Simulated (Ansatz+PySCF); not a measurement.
Results of a calculation; reference values are marked as such.
A run of Ansatz (development build ahead of 0.2.0) on singlet CO at this shape:

```xyz
2

C     0.0000    0.0000   -0.9025
O     0.0000    0.0000    0.6768
```

Its results:

```yaml
Converged: yes
Reference_energy: -111.07456 hartree
Correlation_energy: -0.06343 hartree
Total_energy: -111.13799 hartree
Spin_squared_of_the_determinant: 0.943
Occupied_orbitals_by_symmetry_in_an_Abelian_subgroup_alpha;_beta: 5 A1 1 B1 1 B2; 5 A1 1 B1 1 B2
```

Which input gives this output? Name the method, the orbitals and the basis set, and write the input.

UHF-MP2 in STO-3G.

```yaml
crystal:
  periodic: [false, false, false]
  atoms:
    - { symbol: C, position_ang: [0.0, 0.0, -0.90247] }
    - { symbol: O, position_ang: [0.0, 0.0, 0.67685] }
basis:
  gaussian: { orbitals: STO-3G }
magnetization:
  spin_polarized: true
hamiltonian:
  xc: hf
correlation:
  method: mp2
  frozen_orbitals: { C: 1, O: 1 }
```

Caution: large amplitudes, a single reference is doubtful; the unrestricted determinant is a mixture of spin states; a plain start can end on a higher determinant; another reference gives a lower total.
